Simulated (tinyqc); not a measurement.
Inside a calculation. Method: CIS on RHF in the sto-3g basis, frozen core, for H2O, spin multiplicity 1. One step of it, computed by the program tinyqc.

Question. CIS matrix, triplets. A(ia,jb) = (e_a - e_i) d_ij d_ab - (ij|ab).

orbital energies (hartree): MO1 -20.262256, MO2 -1.198300, MO3 -0.540525, MO4 -0.425056, MO5 -0.385122, MO6 0.449123, MO7 0.572087

Two-electron integrals over orbitals (pq|rs), unique and non-zero (hartree); the lowest 1 orbital is frozen and left out:
```
(22|22) 0.723874    (32|32) 0.128847    (33|22) 0.609274    (33|33) 0.586607
(42|22) -0.026799   (42|33) 0.004094    (42|42) 0.130200    (43|32) 0.029277
(43|43) 0.056155    (44|22) 0.661658    (44|33) 0.561304    (44|42) -0.093707
(44|44) 0.700018    (52|52) 0.151278    (53|53) 0.025900    (54|52) -0.042787
(54|54) 0.047468    (55|22) 0.755822    (55|33) 0.596144    (55|42) -0.079201
(55|44) 0.689699    (55|55) 0.880159    (62|22) 0.128969    (62|33) 0.063029
(62|42) 0.033792    (62|44) 0.062983    (62|55) 0.139333    (62|62) 0.093338
(63|32) -0.039299   (63|43) -0.039952   (63|63) 0.078167    (64|22) 0.130278
(64|33) 0.047893    (64|42) -0.046382   (64|44) 0.132520    (64|55) 0.151396
(64|62) 0.060883    (64|64) 0.098199    (65|52) 0.050899    (65|54) 0.006137
(65|65) 0.033824    (66|22) 0.586597    (66|33) 0.543313    (66|42) 0.047689
(66|44) 0.539599    (66|55) 0.571962    (66|62) 0.088770    (66|64) 0.052629
(66|66) 0.574602    (72|32) 0.056433    (72|43) -0.028651   (72|63) 0.028814
(72|72) 0.069354    (73|22) 0.168611    (73|33) 0.088216    (73|42) -0.075240
(73|44) 0.143885    (73|55) 0.204662    (73|62) 0.067873    (73|64) 0.101765
(73|66) 0.044362    (73|73) 0.159613    (74|32) -0.070738   (74|43) -0.014483
(74|63) 0.056262    (74|72) -0.017582   (74|74) 0.070113    (75|53) 0.023946
(75|75) 0.025445    (76|32) 0.085631    (76|43) 0.063763    (76|63) -0.069411
(76|72) -0.002539   (76|74) -0.060164   (76|76) 0.113460    (77|22) 0.608179
(77|33) 0.578241    (77|42) -0.020138   (77|44) 0.577856    (77|55) 0.609610
(77|62) 0.060757    (77|64) 0.053408    (77|66) 0.545384    (77|73) 0.099381
(77|77) 0.594952
```

Give: CIS matrix A, triplet.

Answer.

CIS matrix A, triplet (hartree), lower triangle:
```
         2>6      2>7      3>6      3>7     4>6     4>7     5>6     5>7
2>6   1.0608
2>7   0.0000   1.1622
3>6   0.0000  -0.0856   0.4463
3>7  -0.0856   0.0000   0.0000   0.5344
4>6  -0.0477   0.0000   0.0000  -0.0638  0.3346
4>7   0.0000   0.0201  -0.0638   0.0000  0.0000  0.4193
5>6   0.0000   0.0000   0.0000   0.0000  0.0000  0.0000  0.2623
5>7   0.0000   0.0000   0.0000   0.0000  0.0000  0.0000  0.0000  0.3476
```
